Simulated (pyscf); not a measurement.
F–GeH₃ + H₂O → HO–GeH₃ + HF (four-centre exchange; singlet surface; F–Ge, H–O broken, Ge–O, F–H formed). Structures and frequencies: ωB97X-D3(BJ)/def2-SVP in PySCF. MP2 and CC: frozen core, UHF for open shells. ΔMP2 is the change of the MP2 total energy from the triple- to the quadruple-zeta basis. Energies in kJ/mol from the separated reactants.

```tsv
level	barrier	reaction energy
ωB97X-D3(BJ)/def2-TZVP	82.0	+36.5
PBE/def2-TZVP	66.0	+37.6
B3LYP-D3(BJ)/def2-TZVP	81.4	+38.5
ωB97M-D3(BJ)/def2-TZVP	82.6	+37.8
MP2/def2-QZVPP	89.3	+30.9
CCSD/def2-TZVPP	98.9	+33.1
CCSD(T)/def2-TZVPP + ΔMP2(QZVPP)	___	___
```

**Question.** What belongs in the gaps?

**Answer.** 
- CCSD(T)/def2-TZVPP + ΔMP2(QZVPP), barrier: 92.9
- CCSD(T)/def2-TZVPP + ΔMP2(QZVPP), reaction energy: +32.7

On the reactant side the descent ends in a complex, 21.8 kJ/mol under the separated species and 103.8 kJ/mol under the saddle at ωB97X-D3(BJ)/def2-TZVP. On the product side the descent ends in a bound adduct, 41.6 kJ/mol under the separated species and 87.1 kJ/mol under the saddle at ωB97X-D3(BJ)/def2-TZVP. This is the saddle that the search found; another between the same sides may lie lower. The CCSD(T) − MP2 part came from Ansatz, without density fitting, on the same reference. The frozen core leaves the outer d or s,p core shells of the metals and heavy elements correlated in the MP2 and CC values, and def2-TZVPP describes them poorly, which can shift differences by a few kcal/mol. Elements up to Kr have no core potential and no relativistic terms here.
